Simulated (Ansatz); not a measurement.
Geometry optimisation, Ansatz, RKS PBE0-D4/def2-SVP.

Input:

```yaml
crystal:
  periodic: [false, false, false]
  atoms:
    - { symbol: B, position_ang: [0.0, 0.0, 0.0] }
    - { symbol: O, position_ang: [0.0, 0.0, 1.41] }
    - { symbol: H, position_ang: [-0.9095, -0.2814, 1.7471] }
    - { symbol: C, position_ang: [1.3856, 0.0, -0.8] }
    - { symbol: H, position_ang: [1.7152, -1.0462, -0.9702] }
    - { symbol: H, position_ang: [1.2491, 0.508, -1.7774] }
    - { symbol: H, position_ang: [2.1552, 0.5381, -0.2082] }
    - { symbol: H, position_ang: [-1.0305, 0.0, -0.595] }
basis:
  gaussian: { orbitals: def2-SVP }
hamiltonian:
  xc: pbe0
  dispersion: d4
relax:
  f_tol: 0.02
  max_steps: 40
```

Command:

```bash
$ ansatz run input.yaml --threads 1 --pin off --max-ram 2048MiB --backend cpu --events-out ev --progress --plain --runs-dir out
```

Question: Where does it end, and by what steps?

Answer: The forces met the threshold. After 12 steps the energy has fallen by 0.225 eV; H8 moved furthest, 0.42 Å.

| step | energy less start (eV) | largest force component (eV/Å) | accepted |
| --- | --- | --- | --- |
| 0 | 0.0000 | 1.836 | yes |
| 1 | -0.0368 | 3.140 | yes |
| 2 | -0.0072 | 2.016 | no |
| 3 | -0.1735 | 1.593 | yes |
| 4 | -0.2158 | 0.124 | yes |
| 5 | -0.2216 | 0.065 | yes |
| 6 | -0.2179 | 0.321 | no |
| 7 | -0.2236 | 0.023 | yes |
| 8 | -0.2230 | 0.145 | no |
| 9 | -0.2236 | 0.126 | yes |
| 10 | -0.2243 | 0.064 | yes |
| 11 | -0.2244 | 0.039 | yes |
| 12 | -0.2245 | 0.001 | yes |

```xyz
8
Properties=species:S:1:pos:R:3
B 0.017 -0.112 0.010
O -0.019 0.120 1.344
H -0.899 0.016 1.717
C 1.373 0.011 -0.759
H 1.614 -0.949 -1.248
H 1.279 0.743 -1.579
H 2.215 0.303 -0.115
H -1.016 -0.415 -0.563
```

The run took 24 s on 1 thread of Arm Neoverse V1 (shared host), peak memory 0.13 GiB.
